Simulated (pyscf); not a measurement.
HO–Ge:–OH [singlet] -> O=Ge=O + hydrogen (H₂), an elimination (singlet surface; H–O, H–O broken, H–H formed). PySCF, gas phase, ωB97X-D3(BJ)/def2-SVP geometries. Energies in kcal/mol from the reactant's lowest minimum found.

Small-basis levels: PySCF, no dispersion term, spherical d functions. AM1 to PM7: differences of heats of formation from MOPAC, which are fitted to 298 K values and so differ in kind from electronic energies by zero-point and thermal terms. 

| level | barrier | reaction energy |
|---|---|---|
| HF/STO-3G | 149.4 | +113.7 |
| MP2/6-31G*+LANL2DZ | (withheld) | +71.2 |
| SVWN5/6-31G*+LANL2DZ | 105.3 | +87.9 |
| B3LYP/STO-3G | 65.7 | +27.7 |
| B3LYP/LANL2DZ | 119.5 | +90.0 |
| B3LYP/6-31G*+LANL2DZ | 113.8 | +81.5 |
| PM7 | 112.0 | +62.9 |
| ωB97M-D3(BJ)/def2-TZVP | (withheld) | +89.6 |

Problem. Fill in the missing entries.

Solution. 
- MP2/6-31G*+LANL2DZ, barrier: 109.5
- ωB97M-D3(BJ)/def2-TZVP, barrier: 132.7

Against the last row the barrier runs from -67.0 (B3LYP/STO-3G) to +16.7 kcal/mol (HF/STO-3G). ωB97M-D3(BJ)/def2-TZVP has limits of its own. On the reactant side the descent ends in a point that may be a rotor saddle (no frequency run), 2.2 kcal/mol over the lowest minimum found and 130.3 kcal/mol under the saddle at ωB97X-D3(BJ)/def2-TZVP. The same reactants have a lower exit, to H₂O + O=Ge: [singlet] (highest point, the separated products, at +38.0 kcal/mol at ωB97M-D3(BJ)/def2-TZVP, against +132.7 kcal/mol here). This is the saddle that the search found; another between the same sides may lie lower. A restricted solution here is unstable towards spin polarisation, so biradical character is likely and single-reference numbers are less safe. In the def2 sets elements up to Kr have no core potential.
